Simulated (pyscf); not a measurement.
Thermochemistry of product channels of H₂C=CH–NH₂ (SMILES C=CN) + H• (SMILES [H]) on the doublet surface, in kJ/mol, from CCSD(T)/def2-TZVPP + ΔMP2(QZVPP) energies (ideal gas, 1 atm, RRHO with modes under 100 cm⁻¹ raised to 100, one conformer, R ln 2 for rigid chiral ones). PySCF, gas phase, ωB97X-D3(BJ)/def2-SVP geometries. MP2 and CC: frozen core, UHF for open shells. ΔMP2 is the change of the MP2 total energy from the triple- to the quadruple-zeta basis.

| products | ΔE | ΔH(298 K) | ΔG(298 K) | ΔG(900 K) |
|---|---|---|---|---|
| H₃C–CH₂–NH• (SMILES CC[NH]) | -141.5 | -122.5 | -93.4 | ? |
| •H₂C–CH₂–NH₂ (SMILES [CH2]CN) | ? | -116.5 | -87.7 | -25.5 |
| H₃C–CH•–NH₂ (SMILES C[CH]N) | -178.0 | -156.9 | -128.3 | ? |

Problem. Fill in the missing entries.

Solution. 
- H₃C–CH₂–NH• (SMILES CC[NH]), ΔG(900 K): -29.1
- •H₂C–CH₂–NH₂ (SMILES [CH2]CN), ΔE: -136.6
- H₃C–CH•–NH₂ (SMILES C[CH]N), ΔG(900 K): -66.2

These are energies of the channels, which say nothing of barriers. The CCSD(T) − MP2 part came from Ansatz, without density fitting, on the same reference.
